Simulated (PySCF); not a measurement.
Si(F)4 cation (F4Si), SMILES F[Si](F)(F)F (connectivity only; charge and spin as stated), charge +1, multiplicity 2. Geometry: PBE-D3(BJ)/def2-SVP. The spin state was assumed, not searched. The isomer is the one that the SMILES or the coordinates give; other isomers of the formula were not compared.

Computed with PBE-D3(BJ)/def2-SVP (PySCF).

Harmonic wavenumbers (cm⁻¹): 159, 174, 189, 189, 263, 713, 760, 793, 793. Rotational constants (GHz): 3.920, 3.920, 3.608; symmetry number 4.

**Question.** Work out the zero-point energy and the ideal-gas rigid-rotor harmonic-oscillator thermochemistry at 298.15 K and 1 atm.

**Answer.** ZPE = ½ Σ hcν = ½ × 4033 cm⁻¹ = 24.12 kJ/mol. H − E(el) = 42.48 kJ/mol. Entropy in J/(mol K): translation 166.68, rotation 97.94, vibration 50.34, spin 5.76, total 320.72. G − E(el) = -53.15 kJ/mol. Cp = 83.74 J/(mol K).
